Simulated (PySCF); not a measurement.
Rigid-rotor lines calculated for a species of formula [C3H3FN]- (commonest isotopes; PBE0-D3(BJ)/def2-SVP geometry optimisation, gas phase (PySCF)), labelled J(Ka,Kc):

```
     transition      MHz
2(1,2) ← 1(1,1)  12613.4
1(0,1) ← 0(0,0)   6850.7
2(1,1) ← 1(1,0)  14789.3
1(1,1) ← 0(0,0)  12203.1
2(0,2) ← 1(0,1)  13551.7
```

Task: Find the rotational constants.

Result: 1(0,1) ← 0(0,0) is B + C, 2(1,1) ← 1(1,0) is 3B + C and 2(1,2) ← 1(1,1) is B + 3C, so B − C is half the difference of the last two, 1087.9 MHz. 1(1,1) ← 0(0,0) is A + C. A = 9321.8, B = 3969.3, C = 2881.4 MHz.

Task: What moments of inertia, asymmetry and inertial defect follow?

Result: I = 505379 MHz·u·Å² over each constant: Ia = 54.21, Ib = 127.32, Ic = 175.40 u·Å²; κ = (2B − A − C)/(A − C) = -0.662 (asymmetric top); Δ = Ic − Ia − Ib = -6.14 u·Å².

Task: Which dipole components do these lines need?

Result: μa and μb (a-type: ΔKa even, ΔKc odd; b-type: both odd). The calculation gives |μa| = 3.22 D, |μb| = 0.72 D, |μc| = 0.56 D, about the centre of mass.

Task: Where do these fall, and of which type are they? 2(1,2) ← 2(0,2); 3(3,1) ← 2(2,0); 3(3,1) ← 3(2,1); 2(2,1) ← 2(1,1); 3(0,3) ← 2(0,2); 3(1,3) ← 3(0,3); 4(0,4) ← 3(0,3); 4(2,3) ← 4(1,3); 1(1,0) ← 0(0,0); 4(2,3) ← 4(1,4); 4(4,1) ← 3(3,0); 4(4,0) ← 3(3,0); 4(2,2) ← 3(2,1); 4(2,2) ← 4(1,3); 3(2,2) ← 2(2,1).

Result: 
| transition | MHz | type | branch |
| --- | --- | --- | --- |
| 3(1,3) ← 3(0,3) | 3275 | c | Q |
| 2(1,2) ← 2(0,2) | 4414 | c | Q |
| 4(2,3) ← 4(1,3) | 12575 | c | Q |
| 1(1,0) ← 0(0,0) | 13291 | c | R |
| 4(2,2) ← 4(1,3) | 14656 | b | Q |
| 2(2,1) ← 2(1,1) | 16057 | c | Q |
| 3(0,3) ← 2(0,2) | 19971 | a | R |
| 3(2,2) ← 2(2,1) | 20552 | a | R |
| 4(2,3) ← 4(1,4) | 23364 | b | Q |
| 4(0,4) ← 3(0,3) | 26051 | a | R |
| 4(2,2) ← 3(2,1) | 28637 | a | R |
| 3(3,1) ← 3(2,1) | 28840 | c | Q |
| 3(3,1) ← 2(2,0) | 49972 | b | R |
| 4(4,1) ← 3(3,0) | 68694 | b | R |
| 4(4,0) ← 3(3,0) | 68695 | c | R |

Task: Which structure gave them?

Result: `C[C-](F)C#N`, point group C1. Three constants can't fix a structure by themselves; this is the one that was computed:
```
atom  x, y, z in Å
C1    -0.928   -0.105   -0.192
C2     0.393    0.558   -0.005
F3     0.326    1.468    1.081
C4     1.556   -0.210   -0.015
N5     2.570   -0.813   -0.121
H6    -0.846   -0.885   -0.967
H7    -1.341   -0.601    0.726
H8    -1.718    0.599   -0.530
```

Stationary, but not proved a minimum. Constants of a rigid frame at the computed geometry: no zero-point averaging, no centrifugal distortion. A rigid rotor knows nothing of internal rotation, which can split or shift real lines. Quadrupole hyperfine structure (14N) is left out.

Time: 16 s. Hardware: Arm Neoverse V1, one thread (shared host). That covers the optimisation of the geometry.
